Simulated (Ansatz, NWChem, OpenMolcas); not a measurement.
# C2H5O (ethoxy radical): the vertical energy of the quartet above the doublet from total energies

C2H5O: 8 atoms, total charge 0, spin state doublet. As SMILES, `CC[O]`. The coordinates come from a PBE0-D4/def2-TZVP relaxation.

Both states at this one shape; open shells run unrestricted unless said. 1 Eh = 27.2114 eV.

| level | program | doublet C2H5O (Eh) | quartet C2H5O (Eh) |
| --- | --- | --- | --- |
| UM06-L/aug-cc-pVDZ | OpenMolcas | -154.367113 | -154.109241 |
| UB3LYP/aug-cc-pVDZ | Ansatz | -154.393061 | -154.150533 |
| U-wB97M-V/aug-cc-pVDZ | Ansatz | -154.312234 | -154.057821 |
| UB2PLYP/aug-cc-pVDZ, 3 core orbitals frozen | NWChem | -154.232426 | -153.984906 |

Q: Work out the vertical gap, second state less first, at each level.

A: 
1. UM06-L/aug-cc-pVDZ: -154.109241 − (-154.367113) = 0.257872 Eh = 7.02 eV.
2. UB3LYP/aug-cc-pVDZ: -154.150533 − (-154.393061) = 0.242528 Eh = 6.60 eV.
3. U-wB97M-V/aug-cc-pVDZ: -154.057821 − (-154.312234) = 0.254413 Eh = 6.92 eV.
4. UB2PLYP/aug-cc-pVDZ: -153.984906 − (-154.232426) = 0.247520 Eh = 6.74 eV.

No measured value is set beside it here; the levels span 6.60 to 7.02 eV.
